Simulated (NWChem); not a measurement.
System: chloromethane (CH$_{3}$Cl); SMILES CCl

All runs: NWChem. Pople sets run with spherical d functions. Level PBE/6-31G*: optimisations from one semi-empirical or force-field start; each run changes one setting, and all end within 0.3 mHa of each other.

```json
[
 {"setting": "redundant internal coordinates, default thresholds", "optimisation steps": "3"},
 {"setting": "Cartesian coordinates", "optimisation steps": "4"},
 {"setting": "loose thresholds", "optimisation steps": "2"},
 {"setting": "no line search", "optimisation steps": "4"}
]
```
